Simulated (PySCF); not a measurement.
## How the method moves the HOMO and LUMO of phosphabenzene

Compound: phosphabenzene, C₅H₅P.
Numbering: `[cH:1]1[cH:2][cH:3][p:4][cH:5][cH:6]1` (hydrogens: H7 on C1; H8 on C2; H9 on C3; H10 on C5; H11 on C6)

Structure used (PBE0-D3(BJ)/def2-SVP), in Å, numbered top down from 1:
```
atom  x, y, z in Å
C1    -0.0365    1.1968   -0.0365
C2    -1.2374    0.4863   -0.0035
C3    -1.2993   -0.9021    0.0641
P4     0.0700   -1.9708    0.1187
C5     1.3642   -0.8125    0.0654
C6     1.2093    0.5686   -0.0031
H7    -0.0731    2.2877   -0.0902
H8    -2.1741    1.0525   -0.0326
H9    -2.2887   -1.3718    0.0853
H10    2.3831   -1.2144    0.0873
H11    2.1059    1.1964   -0.0323
```

Basis pcSseg-2 throughout (PySCF), one geometry. Isolated species at its PBE0-D3(BJ)/def2-SVP geometry, gas phase.

Problem. How do the orbital energies, the gap and the dipole change with the method?

Solution. 
```tsv
method	kind	HOMO (eV)	LUMO (eV)	gap (eV)	μ (D)	SCF cycles
BLYP	GGA	-6.06	-2.15	3.91	1.60	16
PBE	GGA	-6.28	-2.32	3.95	1.66	16
OPBE	GGA	-6.28	-2.28	4.00	1.75	16
BP86	GGA	-6.35	-2.40	3.95	1.66	16
LDA	LDA	-6.46	-2.51	3.95	1.64	15
HF	Hartree–Fock	-8.79	1.66	10.45	1.85	12
```

The HOMO spans 2.72 eV, from BLYP down to HF, and the gap runs from 3.91 eV (BLYP) to 10.45 eV (HF). The dipole ranges from 1.60 D (BLYP) to 1.85 D (HF). This basis has no diffuse functions.
